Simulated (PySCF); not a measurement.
Ethylamine, C2H7N, SMILES CCN, point group Cs.

Force field and properties: PBE0/pcSseg-1 (PySCF, grid level 2). Vibrational terms come from second-order perturbation theory with semi-diagonal cubic constants, by steps of ±0.6 along the normal coordinates of each isotopologue. The parent has the commonest isotopes.

Equilibrium geometry (Å):

```tsv
atom	x	y	z
C1	-1.0123	-0.3264	0.1106
C2	0.1522	0.6136	-0.1754
N3	1.4823	0.0375	-0.0657
H4	-1.0115	-1.1786	-0.5811
H5	-0.9549	-0.7270	1.1310
H6	-1.9786	0.1838	0.0081
H7	0.1049	1.4757	0.5027
H8	0.0508	1.0292	-1.1865
H9	1.6256	-0.3386	0.8686
H10	1.5770	-0.7504	-0.7024
```

Question: Give the equilibrium and ground-state rotational constants (MHz) of parent; ²H at 9.

Answer: 
```json
{"species": "parent", "Ae": "32214", "Be": "8783", "Ce": "7856.6", "A0": "31938", "B0": "8686.3", "C0": "7767.9", "Δ0 (u Å²)": "-8.945", "harmonic ZPE (cm⁻¹)": "20402"}
{"species": "²H at 9", "Ae": "29816", "Be": "8454.5", "Ce": "7578.5", "A0": "29587", "B0": "8356.3", "C0": "7492.7", "Δ0 (u Å²)": "-10.111", "harmonic ZPE (cm⁻¹)": "19666"}
```

Δ0 = Ic − Ia − Ib from the ground-state constants.

Question: How is the parent's vibrational correction B0 − Be made up?

Answer: 
```json
{"axis": "a", "harmonic": "110", "Coriolis": "-167", "cubic": "-220", "total (MHz)": "-277"}
{"axis": "b", "harmonic": "17.4", "Coriolis": "-9.47", "cubic": "-105", "total (MHz)": "-96.7"}
{"axis": "c", "harmonic": "10.4", "Coriolis": "-7.03", "cubic": "-92.2", "total (MHz)": "-88.8"}
```

Question: And its quartic centrifugal distortion constants from the harmonic force field?

Answer: Asymmetric top, A reduction, Ir representation: ΔJ = 7.51 kHz, ΔJK = -29.7 kHz, ΔK = 196 kHz, δJ = 1.38 kHz, δK = 2.43 kHz.

Question: Which nuclear quadrupole couplings χaa, χbb, χcc (MHz) does the parent show, at equilibrium and averaged?

Answer: 14N at 3: -2.1, -0.3, 2.4 and -2.0, -0.3, 2.3.

Internal rotors are held in one well.
